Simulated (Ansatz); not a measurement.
## How far each method lies from UCCSDT(Q) for HGeP, quintet

Geometry: that of the HGeP, triplet, kept fixed. The triplet lies 1.5 eV lower here.

```yaml
atoms:
  - { symbol: Ge, position_ang: [0.0000, -0.0317, 0.6858] }
  - { symbol: P, position_ang: [0.0000, 0.0234, -1.6341] }
  - { symbol: H, position_ang: [0.0000, 1.5630, 0.7900] }
```

Basis cc-pVDZ; Ansatz 0.2.0. Correlated methods freeze the noble-gas cores and the filled d shells of p-block atoms, which leaves 10 electrons in 31 orbitals. R marks a restricted (for open shells ROHF) determinant, U an unrestricted one. Active spaces: valence = (10e, 9o) chosen from the atoms' valence shells. No spin–orbit coupling is included, and no scalar relativity.

Full CI isn't at hand for all of this; UCCSDT(Q) serves as the reference, and is uncertain by about the last step of the cluster series. The frozen core follows each run's orbitals, which can shift R against U totals by a few meV for light atoms and by up to 0.1 eV past Ca.

The UHF ⟨S²⟩ is 6.025, the T1 diagnostic (RCCSD) is 0.0347 and the largest doubles amplitude (RCCSD) is 0.042. The T1 diagnostic (UCCSD) is 0.0254.

```tsv
level	E − E(RHF) (eV)
UHF	-0.1904
UMP2	-3.8819
UCCSD	-4.8225
UCCSD(T)	-4.9597
```

Q: Estimate how far UCCSDT(Q) in cc-pVDZ lies from UCCSD(T). The table doesn't fix it; the size of (T) and the diagnostics are the guide.

A: UCCSDT(Q) in cc-pVDZ lies 4.0 kJ/mol below UCCSD(T), which is 30 % of the (T) step (-13.2 kJ/mol). T1 is raised, and the rest is a large part of (T).

The other levels:

```
 level  E − E(UCCSDT(Q)) (kJ/mol)  share of correlation (%)  wall time
UCCSDT                        0.8                     99.82          –
```

The correlation energy at UCCSDT(Q), counted from RHF, is -5.001 eV. That run took 12 s on 1 thread of Arm Neoverse V2, shared host.

Run but not shown, since their state or frozen core can't be matched to the reference's or they repeat it: RHF, RMP2, CISD, RCCSD, RCCSD(T), BCCD(T), RCCSDT, RCCSDT(Q), CASSCF (valence space), NEVPT2 (valence space), MRCISD (valence space), MRCISD+Q (valence space).

Times hold each run's SCF and search for its determinant on a shared host, so for small cases they say little of a method's own cost; they ran on 1 thread of Arm Neoverse V2.

Natural occupations of CASSCF (valence space) about the gap: 1.976 1.960 1.005 1.002 1.001 0.999 0.037 0.030; effectively unpaired electrons, Σ n²(2−n)², 4.02.
